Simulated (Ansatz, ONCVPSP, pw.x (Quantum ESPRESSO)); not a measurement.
tungsten: one change to the ONCV potential, in the atom and in the bcc crystal

- Element: tungsten
- Generator: ONCVPSP 4.0.1.1 (patched build)
- Type: optimised norm-conserving Vanderbilt (ONCV)
- Functional: PBE
- Relativity: scalar-relativistic
- Frozen core: [Kr] 4d10 4f14
- Valence charge: 14
- Reference configuration: 5s2 5p6 5d4 6s2
- Partial waves: 5s+6s: rc 1.45 bohr, ncon 4, nbas 8, qcut 6.9 1/bohr, 2 projectors; 5p: rc 1.65 bohr, ncon 4, nbas 7, qcut 8 1/bohr, 2 projectors, debl 3.7 Ha; 5d: rc 2.85 bohr, ncon 4, nbas 9, qcut 6.6 1/bohr, 3 projectors, debl 2.6 Ha; f scattering state at 0.11 Ha: rc 2.90 bohr, ncon 4, nbas 8, qcut 3.8 1/bohr, 2 projectors, debl 0.9 Ha
- Local potential: polynomial inside 1.40 bohr (lpopt 5, dvloc0 6 Ha)
- Core correction: polynomial model core, fcfact 0.35

Change: core correction none.

Cutoffs, loose and tight: the cutoffs (Ha) at which the residual kinetic energy of the hardest occupied pseudo-wave falls to 1 and 0.1 mHa per electron. They do not see the model core or the augmentation charge, which bear on the density cutoff. Test errors are all-electron minus pseudo excitation energies from the reference, over the configurations 5s2 5p6 5d4 6s1; 5s2 5p6 5d4 6s0; 5s2 5p6 5d3 6s0; 5s2 5p6 5d5 6s1; variants that change the core or the reference have their own tests.

Crystal test: bcc W in pw.x 7.5, no spin, 14³ k-points, Fermi–Dirac smearing 0.01 Ry, cutoffs set for each file from its atomic test. The reference is all-electron LAPW (Ansatz 0.2.0) with the same functional, mesh and smearing; V0 and B0 come from Birch–Murnaghan fits to the pressures at five volumes. Errors are pseudo minus all-electron; Δ is the rms difference of the E(V) curves that follow from these fits, minima aligned, over ±6 % about the mean V0. Mesh and smearing are coarse, so the numbers serve the comparison and aren't converged zero-temperature values; the lattice is a test structure that the element need not adopt.

All-electron: a0 = 3.184 Å (V0 = 16.15 Å³/atom), B0 = 300.6 GPa.

Problem. Does the change bring the crystal closer to the all-electron result?

Solution. The mean pressure error goes from -0.42 to -0.19 GPa, so the change moves the solid closer to the all-electron pressures.

| quantity | base | changed |
| --- | --- | --- |
| outcome (atom) | generated | generated |
| cutoff, loose (atom) | 22 Ha | 22 Ha |
| cutoff, tight (atom) | 50 Ha | 50 Ha |
| bound ghosts (atom) | none | none |
| largest test error (meV) (atom) | -27 | +3.2 |
| cutoffs in pw.x (Ry) | 120/480 | 120/480 |
| a0 (Å) | 3.183 | 3.184 |
| a0 error (%) | -0.05 | -0.02 |
| B0 error (%) | +0.0 | -0.1 |
| Δ (meV/atom) | 1.5 | 0.6 |
| mean pressure error (GPa) | -0.42 | -0.19 |

Base: The largest radius (2.90 bohr) exceeds half the bond length (2.60 bohr), so the spheres overlap, which is one possible source of error among others. Changed file: The largest radius (2.90 bohr) exceeds half the bond length (2.60 bohr), so the spheres overlap, which is one possible source of error among others.
